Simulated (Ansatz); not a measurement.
Two isomers of C3H5FO2: A = `OC1(F)COC1`, B = `O=CCOCF`.

Program: Ansatz. Geometries: PBE0-D4/def2-TZVP. ΔE: electronic, gas phase. CCSD(T)/CBS adds triple-zeta CCSD(T) − MP2 to the extrapolated MP2 energy (def2 sets, frozen cores). Functionals use def2-TZVPP. B3LYP here is the variant with VWN-RPA as its local correlation; programs differ in this. One conformer a species, not always the lowest.

Task: Which is lower in electronic energy at CCSD(T)/CBS, and by how much? (Estimate.)

Result: The calculation gave: B, by 37.0 kJ/mol.

Task: Give E(B) − E(A) in kJ/mol with HF/def2-TZVPP, B3LYP-D4, B2PLYP, PBE0-D4, r2SCAN-D4, B3LYP, ωB97M-V. (An estimate is asked.)

Result: The calculation gave: HF/def2-TZVPP -59.4, B3LYP-D4 -52.9, B2PLYP -50.8, PBE0-D4 -28.5, r2SCAN-D4 -39.8, B3LYP -54.5, ωB97M-V -34.2. None reverses the order clearly.

Largest T1 diagnostic: 0.013.

From PBE to PBE0 (25 % exact exchange), in def2-TZVPP and without D4, E(B) − E(A) moves by +9.8 kJ/mol. In def2-TZVPP, CCSD(T) changes the Hartree–Fock value by +19.7 kJ/mol (the triples alone add −0.5 kJ/mol) and MP2 by +21.9 kJ/mol.
